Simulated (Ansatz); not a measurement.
Input for Ansatz (development build ahead of 0.2.0):

```yaml
crystal:
  periodic: [false, false, false]
  atoms:
    - { symbol: Al, position_ang: [0.00365, -0.00687, -0.11283] }
    - { symbol: H, position_ang: [-0.00027, 0.00809, 1.54268] }
basis:
  gaussian: { orbitals: STO-3G }
hamiltonian:
  xc: hf
correlation:
  method: mp2
  frozen_orbitals: { Al: 5, H: 0 }
```

The input is written out in the form of the current development build from the run's settings.

Results

- Converged: yes
- Reference energy: -239.49541 hartree
- Correlation energy: -0.02638 hartree
- Total energy: -239.52179 hartree
- Spin squared of the determinant: 0.000
